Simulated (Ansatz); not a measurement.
# CH₅B (triplet): from Hartree-Fock to the top rungs at distance B1–H4 along a hydrogen transfer = 1.674 Å, cc-pVDZ

The task here is to estimate one member of a computed series from the others.

The runs use Ansatz 0.2.0, Gaussian basis; cc-pVDZ, core rule «outside noble gas», up to 2 orbitals frozen.

The runs, in order: UHF; CCSD(T) on ROHF; CCSD(T) on UHF; BCCD(T) on ROHF; CISD; CCSDT(Q) on ROHF; CCSDT(Q) on UHF; CASSCF and NEVPT2, 4 electrons in 4 orbitals.

7 further runs of the same task are left out: 6 that didn't finish, 1 set aside as unsound or not needed.

### The geometry

The geometry derives from fragments relaxed apart (PBE0/def2-TZVP) and kept rigid, so it is no stationary point. A hydrogen atom is moved between rigid fragments.

7 atoms, charge 0, spin multiplicity 3.

Atoms are counted from 1 here; the program's logs count them from 0.

Bond lengths: B1–H2 1.193 Å, B1–H3 1.193 Å, H4–C5 1.282 Å, C5–H6 1.079 Å, C5–H7 1.079 Å. Angles: H2–B1–H3 120.0°, H4–C5–H6 112.6°, H4–C5–H7 112.6°, H6–C5–H7 134.8°.

The first run:

in.yaml

```yaml
crystal:
  periodic: [false, false, false]
  atoms:
    - {symbol: B, position_ang: [-1.535545, 0.000000, 0.000000]}
    - {symbol: H, position_ang: [-2.132278, 1.033571, 0.000000]}
    - {symbol: H, position_ang: [-2.132278, -1.033571, 0.000000]}
    - {symbol: H, position_ang: [0.138455, 0.000000, 0.000000]}
    - {symbol: C, position_ang: [1.420455, 0.000000, 0.000000]}
    - {symbol: H, position_ang: [1.834923, 0.000000, 0.996161]}
    - {symbol: H, position_ang: [1.834923, 0.000000, -0.996161]}
basis:
  gaussian: {orbitals: cc-pVDZ}
magnetization: {spin_polarized: true, initial_magnetization: 2}
hamiltonian: {xc: hf}
output: {orbitals: {seedname: orbitals}}
```

Run with:

```sh
$ ansatz run in.yaml --threads 1 --pin off --events-out ev --progress --plain --max-ram 2393MiB
```

Among the steps run: UHF; CCSD(T) on ROHF; CCSD(T) on UHF; BCCD(T) on ROHF; CISD; CCSDT(Q) on ROHF; CCSDT(Q) on UHF; CASSCF and NEVPT2, 4 electrons in 4 orbitals.

One of the session's tables, all rows but one given; the rest of the session is left out.

```
     method  from UCCSDT(Q) (meV)
       ROHF               +7196.0
        UHF               +6856.5
       RMP2               +1344.2
       UMP2               +1376.4
       CISD                     ?
      RCCSD                +173.7
      UCCSD                +167.7
   RCCSD(T)                 +32.2
   UCCSD(T)                 +33.1
    BCCD(T)                 +33.1
     RCCSDT                  +7.1
     UCCSDT                  +6.0
  RCCSDT(Q)                  +0.7
  UCCSDT(Q)                     0
CASSCF pair               +6515.3
NEVPT2 pair               +1320.1
```

Q: Estimate the row for CISD from the others.

**Answer.** from UCCSDT(Q) (meV): +717.3. In the column «from UCCSDT(Q) (meV)» it lies between RCCSD (+173.7) and NEVPT2 pair (+1320.1).

Caveats from the session: Restricted and unrestricted rows rest on different reference determinants; where their highest levels disagree by more than a few hundredths of an eV, they describe different states and don't form one ladder.
